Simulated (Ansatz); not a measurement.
## C3H3FO, SMILES O=C=CCF: a rigid torsion scan, step by step

Computed with Ansatz 0.2.0, Python API.

The cells in order, each with its output:

```python
import ansatz as az
from ase import Atoms
```

```python
BASIS = "def2-SVP"
FUNCTIONAL = "r2SCAN"
FMAX = 0.02
```

```python
atoms = Atoms(["O", "C", "C", "C", "F", "H", "H", "H"], positions=[
    (2.4984, -0.5208, -0.7622),
    (1.5113, -0.2728, -0.1762),
    (0.4154, -0.0014, 0.461),
    (-0.9108, 0.1189, -0.1909),
    (-1.828, 0.5579, 0.7135),
    (0.4574, 0.1299, 1.535),
    (-0.8889, 0.8379, -1.015),
    (-1.2549, -0.8496, -0.5653),
])
```

```python
first = (
    az.Crystal.molecule_from_ase(atoms).calculation()
    .basis(gaussian=BASIS)
    .functional(FUNCTIONAL)
    .relax(force_tolerance=FMAX, max_steps=80)
)
atoms.positions = first.run().report["positions_ang"]
```

```python
start = atoms.get_dihedral(1, 2, 3, 4)
energies = {}
for turn in range(0, 360, 30):
    turned = atoms.copy()
    turned.set_dihedral(1, 2, 3, 4, start + turn, indices=[3, 4, 6, 7])
    calculation = (
        az.Crystal.molecule_from_ase(turned).calculation()
        .basis(gaussian=BASIS)
        .functional(FUNCTIONAL)
    )
    energies[round((start + turn) % 360)] = calculation.run().report["free_energy_ev"]
floor = min(energies.values())
print("dihedral C1-C2-C3-F4 (deg)   E - E(min) (kcal/mol)")
for angle, e in sorted(energies.items()):
    print(f"{angle:8d} {23.060548 * (e - floor):14.3f}  " + "#" * int(30 * (e - floor) / max(max(energies.values()) - floor, 1e-9)))
```

    dihedral C1-C2-C3-F4 (deg)   E - E(min) (kcal/mol)
          23          2.738  ###############
          53          2.419  #############
          83          1.263  ######
         113          0.581  ###
         143          2.464  #############
         173          5.420  ##############################
         203          4.839  ##########################
         233          1.533  ########
         263          0.000
         293          1.038  #####
         323          2.374  #############
         353          2.770  ###############

The scan is rigid and the energies are electronic, in a modest basis. With rigid groups the curve can differ much from the relaxed path, the start wasn't checked as a minimum of this torsion, and equivalent turns needn't return to the same energy. It ran for 110 s on 1 thread of Arm Neoverse V1, on a shared host, peak memory 0.21 GiB.
